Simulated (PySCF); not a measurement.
## Broadened absorption spectrum of E-2,4-pentadienenitrile

Species: E-2,4-pentadienenitrile, C5H5N.
Structure used (PBE0-D3(BJ)/def2-TZVP), in Å, numbered top down from 1:
```
atom  x, y, z in Å
C1    -1.747    1.067   -0.837
C2    -0.891    0.672    0.105
C3     0.224   -0.202   -0.160
C4     1.090   -0.601    0.784
C5     2.181   -1.461    0.508
N6     3.074   -2.161    0.303
H7    -2.578    1.724   -0.612
H8    -1.639    0.742   -1.866
H9    -1.018    1.012    1.130
H10    0.360   -0.544   -1.182
H11    0.982   -0.274    1.813
```

Theory: PySCF, TDDFT CAM-B3LYP/aug-cc-pVTZ, vertical, gas phase, core orbitals frozen in the response. One conformer (not necessarily the lowest) at the PBE0-D3(BJ)/def2-TZVP geometry, without solvent, vibrations or thermal averaging.

Computed states:

```
state  E (eV)       f
   S1    5.23   0.828
   S2    6.23  0.0000
   S3    6.37  0.0022
   S4    6.66  0.0070
   S5    6.87  0.0081
   S6    6.92  0.0008
   S7    7.10   0.045
   S8    7.10  0.0047
   S9    7.18  0.0004
  S10    7.65   0.014
```

Each state is given a Gaussian of 0.25 eV full width at half maximum, with ε(max) = 2.175×10⁸ f / Δν̃ (Δν̃ the width in cm⁻¹). The width is an assumption, not a result. The curve ends short of the highest state used, and states not computed would add to its high-energy end.

Question: Give the broadened spectrum and its maxima.

Answer: 
```tsv
λ (nm)	ε (L mol⁻¹ cm⁻¹)
175.8	5064
177.7	3283
179.5	1945
181.4	1317
183.2	1083
185.1	971
186.9	826
188.8	576
190.6	370
192.5	280
194.3	257
196.2	211
198.0	137
199.9	65
201.7	25
203.6	7
205.4	2
207.3	0
209.1	0
211.0	0
212.8	0
214.7	0
216.5	2
218.4	13
220.2	73
222.1	364
223.9	1354
225.8	4380
227.6	10999
229.5	23972
231.3	42126
233.2	64087
235.0	81371
236.9	89233
238.7	84275
240.6	68596
242.4	49482
244.3	30702
246.1	17328
248.0	8397
249.8	3791
251.7	1467
253.5	540
255.4	170
```

Maxima: 237 nm (5.23 eV), ε about 89000, made up of S1 (100%) (ε in L mol⁻¹ cm⁻¹; maxima over ε = 5, shares over 10%). At its high-energy end, 7.05 eV, the curve is still rising (ε about 5000, from S7).

Question: What would ε be at 5.23 eV, the highest of these maxima, with half the width (0.125 eV)?

Answer: About 179000 L mol⁻¹ cm⁻¹ against 89300, a factor of about 2.00; a lone state at its own centre would give exactly 2.

Question: On this curve, what absorbance would a 10⁻⁴ mol/L sample give at 248 nm over a 1 cm path?

Answer: 248 nm is 4.999 eV, where ε is about 8400 L mol⁻¹ cm⁻¹, so A = ε c l ≈ 0.84 (Beer–Lambert, with the gas-phase spectrum and the assumed width).
